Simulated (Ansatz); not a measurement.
in.yaml

```yaml
crystal:
  periodic: [false, false, false]
  atoms:
    - {symbol: B, position_ang: [0.000000, -0.146708, 0.028814]}
    - {symbol: H, position_ang: [0.000000, 0.935293, -1.306939]}
    - {symbol: H, position_ang: [0.000000, 0.638274, 0.997890]}
basis:
  gaussian: {orbitals: aug-cc-pVDZ}
total_charge: -1
correlation: {method: fci, electrons: outside_noble_gas}
```

```sh
$ ansatz run in.yaml --threads 2 --pin off --events-out ev --progress --plain --max-ram 24576MiB --backend cuda --devices 0, --max-vram 18GiB
```

Output:

```
675 factors; integrals over basis functions are off by at most 2.2e-7 eV
mean field evaluation 1: about -697.6648 eV, gradient 1.2e1 eV
mean field evaluation 2: about -697.6647 eV, gradient 1.2e1 eV
mean field evaluation 4: about -698.8100 eV, gradient 1.7e0 eV
mean field evaluation 8: about -698.8642 eV, gradient 2.9e-3 eV
mean field evaluation 16: about -695.0818 eV, gradient 1.9e-2 eV
mean field evaluation 32: about -694.8467 eV, gradient 5.1e0 eV
mean field -698.86423440 eV, -25.6827869069 hartree, gradient 2.1e-6 eV, S^2 0.000000; 4 other end points of the search recorded, 0 dependent functions left out; unrestricted orbitals would lower it
1 core orbitals not correlated: weight in the atoms' cores, before any rotation towards them, 1.000 or more for the frozen orbitals, at most 0.000 for the correlated occupied ones
reference -698.86423440 eV, -25.6827869069 hartree; 3, 3 occupied and 37, 37 virtual orbitals, 675 factors
state -702.65250443 eV, -25.8220032627 hartree
Total energy: -702.65250443 eV, -25.8220032627 hartree
```

Natural occupations: 1.9518 1.9201 1.8586 0.0752 0.0592 0.0378 0.0244 0.0140 0.0128 0.0078 0.0077 0.0074 0.0042 0.0034 0.0028 0.0025 0.0019 0.0014 0.0013 0.0011 0.0010 0.0007 0.0006 0.0005.

Ran on 2 threads of AMD EPYC 7R13 with a shared H100 80 GB, shared host: 30 s wall, 0.79 GiB peak host memory.
